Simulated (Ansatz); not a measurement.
Born–Oppenheimer molecular dynamics of BCl$_{2}$H$_{3}$ (6 atoms, charge 0, multiplicity 1). It starts at the highest image of a converged band, a first-order saddle point between two minima.

These are results of Ansatz, RKS B3LYP-D4/cc-pVDZ, not measurements.

| Quantity | Value |
| --- | --- |
| ensemble | NVE (velocity Verlet) |
| time step | 0.5 fs |
| steps asked | 200 |
| starting velocities drawn for | 300 K |
| seed | 7656 |

First frame:

```xyz
6
Properties=species:S:1:pos:R:3
B -0.089 -0.201 0.077
H -0.100 0.224 1.305
H 0.979 -0.021 -0.422
Cl -1.616 0.187 -0.743
Cl -0.043 -2.244 0.732
H -0.106 -0.845 1.405
```

Q: How far do the bonds stretch over the last three quarters of this one trajectory? (Pairs bonded in most of those frames.)

A: 
```tsv
bond	mean (Å)	spread (Å)	shortest	longest
B1–H3	1.203	0.020	1.17	1.24
B1–Cl4	1.761	0.070	1.66	1.87
B1–Cl5	1.753	0.064	1.63	1.85
H2–H6	0.764	0.018	0.74	0.79
```

Mean temperature of the second half: 2460 K. The conserved energy stayed within 0.11 meV per atom of its start (net change 0.045 meV per atom), so the integration is sound. The kinetic energy rose, since the run started high on the potential surface and went downhill. It ends in pieces (BCl2H + H2), so much of that is their flight and rotation, not heat. A run of 0.1 ps of so small a system gives no equilibrium averages. The orbitals stay closed-shell, which can raise the energy where a bond breaks towards radicals; this wasn't checked here.

The run took 2.7 min on 1 thread of AMD EPYC 9R45 96-Core Processor (Zen 5), with other jobs on the host, peak memory 0.14 GiB.
